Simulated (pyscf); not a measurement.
`[ZnH2]` + `[OH2]` → `[OH][ZnH]` + `[H][H]`, a four-centre exchange (singlet surface; H–Zn, H–O broken, O–Zn, H–H formed). Single points on ωB97X-D3(BJ)/def2-SVP structures (PySCF, gas phase). Energies in kcal/mol from the separated reactants.

AM1 to PM7: differences of heats of formation from MOPAC, which are fitted to 298 K values and so differ in kind from electronic energies by zero-point and thermal terms. 

Question: In single points PM6 puts the saddle at -13.1 kcal/mol and the reaction energy at -73.5 kcal/mol. Should these be trusted to within a few kcal/mol? Compare with ωB97M-D3(BJ)/def2-TZVP.

Answer: ωB97M-D3(BJ)/def2-TZVP gives ΔE‡ = 17.2 kcal/mol and ΔE = -6.3 kcal/mol. PM6 lies 30.3 kcal/mol under it in the barrier and 67.3 kcal/mol under it in the reaction energy, so on this step it does not hold to within 3.0 kcal/mol. At PM6 this geometry lies under one side, so its ΔE‡ may be no barrier of that level. ωB97M-D3(BJ)/def2-TZVP has limits of its own. On the reactant side the descent ends in an adduct with a O–Zn contact, 9.0 kcal/mol under the separated species and 24.9 kcal/mol under the saddle at ωB97X-D3(BJ)/def2-TZVP. What is counted as formed (O–Zn) is already present as a longer contact in the reactant adduct; forming that adduct is a step of its own. At the saddle there is also a short H–Zn contact that neither side keeps. One saddle was located; it need not be the lowest between these sides. In the def2 sets elements up to Kr have no core potential.
